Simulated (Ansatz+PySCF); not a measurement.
doublet C₃H₃: levels of theory in one basis

```xyz
6

C     0.0000    0.0000   -0.3008
C     0.0000    0.0000   -1.4731
H     0.0000    0.0000   -2.5353
C     0.0000    0.0000    1.0661
H     0.0000   -0.9300    1.6215
H     0.0000    0.9300    1.6215
```

Basis set: cc-pVTZ (spherical functions). Left uncorrelated: 3 orbitals. Correlation on ROHF uses semicanonical orbitals with singles. Charge 0, multiplicity 2.

Computed with Ansatz (development build ahead of 0.2.0) and PySCF 2.14.0; each method stands on the lowest determinant of its kind that the runs found.

```tsv
method	E − E(ROHF) (eV)	<S²> of the determinant
ROHF	0.00	0.75
UHF	-0.36	0.88
ROHF-MP2	-12.25	–
ROHF-CCSD(T)	-13.47	–
```

**Question.** What does UHF-MP2 give on the same scale?

**Answer.** -12.02 eV.

Caution for UHF, UHF-MP2: the unrestricted determinant is spin contaminated. Caution for ROHF-MP2, UHF-MP2: forces differ strongly between restricted and unrestricted references.
